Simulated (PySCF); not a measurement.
Compound: C4H10N (doublet state).
Z-matrix (Å and degrees, GFN2-xTB geometry), rows numbered from 1:
```
C 
C   1  1.4742
C   2  1.5269  1  112.39
N   2  1.4801  1  110.14  3  -120.10
C   4  1.4449  2  116.13  1   -76.17
H   1  1.0738  2  120.51  3  -160.22
H   1  1.0745  2  119.50  3    38.01
H   2  1.0962  1  110.95  3   123.02
H   3  1.0866  2  110.03  1    64.11
H   3  1.0863  2  109.87  1  -175.54
H   3  1.0874  2  110.25  1   -55.81
H   4  1.0162  2  109.32  1    49.55
H   5  1.0982  4  114.54  2    63.74
H   5  1.0903  4  108.61  2   -57.60
H   5  1.0899  4  108.27  2  -175.36
```

The hyperfine couplings belong to this conformer and change with its torsions.

The species is `[CH2][C@H](C)NC` [radical].

Level of theory: UKS B3LYP, pcH-1 on C H N, non-relativistic, mean-field spin-orbit, GIAO in PySCF 2.14.0. The structure is a single GFN2-xTB conformer in the gas phase; no vibrational or solvent corrections. Couplings are sensitive to structure, and on GFN2-xTB geometries they can be far from those on DFT ones. The SCF solution wasn't tested for stability.

(1) Predict the first-order ENDOR lines of C1, C2, C3, N4, H6/H7, H8, H12, H13/H14/H15 and H9/H10/H11 under fast tumbling at B = 335.3 mT (X band).

(2) Which pairs are centred on the nuclear Larmor frequency, and which on half the coupling?

Answers

(1) ν± = |νn ± a/2|, one line for each electron-spin manifold; νn = |g_N| × 7.62259 MHz/T × B.

```csv
nuclei,isotope,g_N,νn (MHz),a_iso (MHz),lower line (MHz),upper line (MHz)
C1,13C,1.4048,3.59,93.05,42.94,50.12
C2,13C,1.4048,3.59,-27.91,10.36,17.54
C3,13C,1.4048,3.59,3.35,1.92,5.26
N4,14N,0.4038,1.03,5.84,1.89,3.95
H6/H7,1H,5.5857,14.28,-57.63,14.54,43.09
H8,1H,5.5857,14.28,18.74,4.91,23.65
H12,1H,5.5857,14.28,-7.90,10.33,18.22
H13/H14/H15,1H,5.5857,14.28,3.18,12.69,15.87
H9/H10/H11,1H,5.5857,14.28,2.28,13.13,15.42
```

The rows for 13C, of low natural abundance, apply to labelled samples.

(2) Centred on νn, since |a| < 2νn: C3, H8, H12, H13/H14/H15 and H9/H10/H11. Centred on |a|/2 and split by 2νn: C1, C2, N4 and H6/H7.

Nuclei that the bonding pattern makes equivalent are averaged, as if the motion that swaps them (rotation, inversion, ring flip) were fast. The three 1H nuclei of mean +2.3 MHz run from -1.5 to 5.6 MHz in the frozen geometry.

The run took 32 s wall (grids of density and orbitals included) on one thread of an Arm Neoverse V1 (shared host), and the process peaked at 0.82 GiB of memory.
